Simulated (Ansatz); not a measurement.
## A ladder of methods for CH2FP (SMILES [H]/P=C/F)

CH2FP has 5 atoms, charge 0, and is taken as a singlet. SMILES: `[H]/P=C/F`. Geometry: relaxed at GFN2-xTB.

```tsv
atom	x (Å)	y (Å)	z (Å)
F	-0.4582	-1.5441	0.7059
C	-0.2810	-0.3669	0.0905
P	1.1581	0.4689	0.2459
H	-1.1595	-0.0862	-0.4760
H	0.7407	1.5283	-0.5663
```

Quantity: the energy change with the C2–H4 bond stretched from 1.082 to 2.706 Å, in eV. The values are calculated.

```csv
level,kind,program,value (eV),less FCI/STO-3G,CPU time (all runs)
HF/STO-3G (restricted),Hartree–Fock,Ansatz,9.42,+4.71,0.24 s
BLYP/STO-3G (restricted),GGA,Ansatz,5.64,+0.93,2.5 s
PBE/STO-3G (restricted),GGA,Ansatz,5.86,+1.15,2.5 s
r2SCAN/STO-3G (restricted),meta-GGA,Ansatz,6.29,+1.58,5.9 s
PBE0/STO-3G (restricted),global hybrid,Ansatz,6.92,+2.21,2.4 s
HSE06/STO-3G (restricted),range-separated hybrid,Ansatz,6.88,+2.17,3 s
B2PLYP/STO-3G (restricted),double hybrid,Ansatz,6.36,+1.65,3.3 s
CCSDT(Q)/STO-3G (restricted),coupled cluster or CI,Ansatz,4.70,-0.01,1.1 s
FCI/STO-3G,exact in the basis,Ansatz,4.71,0.00,48 s
```

FCI/STO-3G is exact within its basis and frozen core, so for wave-function methods in that basis the difference is their error; functionals converge differently with the basis, so for them it is only a difference. Spin-restricted single references rise too steeply as a bond breaks, Hartree–Fock most of all. Perturbation and coupled-cluster corrections on them can overshoot downwards. The first shape isn't each level's own minimum. The values span 4.70 to 9.42 eV. All rows use very small basis sets, so even the best lies far from the true value. Times are those of the runs behind each value, whatever else they computed, on shared processors of several kinds: orders of magnitude only.
